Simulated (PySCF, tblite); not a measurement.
Isomers of C5H11P. Method: GFN2-xTB as coded in tblite; computed harmonic values from a numerical Hessian at the method's own geometry, unscaled. Errors from tens to a few hundred cm⁻¹ against measured bands are possible. Modes of hydrogen on phosphorus can be 10 to 20 % off. One conformer each.

Electronic energies: PBE0-D3(BJ)/def2-SVP at its own geometries (PySCF, gas phase).

```tsv
SMILES	electronic energy, lowest = 0 (kJ/mol)
CP(C)C1CC1	7.0
CCCP1CC1	0.0
CCPC1CC1	34.3
```

Task: How do GFN2-xTB zero-point energies change the relative energies?

Result: 
```json
{"SMILES": "CCCP1CC1", "ZPE (kJ/mol)": "385.8", "of it from modes above 1550 cm⁻¹": "198.0", "electronic (kJ/mol)": "0.0", "with ZPE, lowest = 0 (kJ/mol)": "0.0", "lowest mode (cm⁻¹)": "56", "rings": "1"}
{"SMILES": "CP(C)C1CC1", "ZPE (kJ/mol)": "379.9", "of it from modes above 1550 cm⁻¹": "199.4", "electronic (kJ/mol)": "7.0", "with ZPE, lowest = 0 (kJ/mol)": "1.0", "lowest mode (cm⁻¹)": "50", "rings": "1"}
{"SMILES": "CCPC1CC1", "ZPE (kJ/mol)": "380.7", "of it from modes above 1550 cm⁻¹": "194.5", "electronic (kJ/mol)": "34.3", "with ZPE, lowest = 0 (kJ/mol)": "29.2", "lowest mode (cm⁻¹)": "62", "rings": "1"}
```

The zero-point energies span 5.9 kJ/mol, from `CP(C)C1CC1` to `CCCP1CC1`. The order is unchanged.

Task: And how do the electronic energies of GFN2-xTB itself compare?

Result: `CCCP1CC1` 0.0; `CP(C)C1CC1` 1.1; `CCPC1CC1` 11.4 kJ/mol, lowest = 0. Against the energies above, taken from the same isomer `CCCP1CC1`, the largest difference is 22.9 kJ/mol. The two levels were optimised apart and needn't hold the same conformer.

Task: What do entropy and thermal enthalpy add at 298.15 K and 1 bar (rigid rotor, harmonic oscillator, one conformer each)?

Result: 
| SMILES | point group | symmetry number | S (J/(mol K)) | H − H(0) (kJ/mol) | ZPE + H − H(0) − TS (kJ/mol) |
| --- | --- | --- | --- | --- | --- |
| CCCP1CC1 | C1 | 1 | 360.2 | 22.75 | 301.2 |
| CP(C)C1CC1 | Cs | 1 | 370.6 | 24.40 | 293.8 |
| CCPC1CC1 | C1 | 1 | 366.0 | 23.27 | 294.8 |
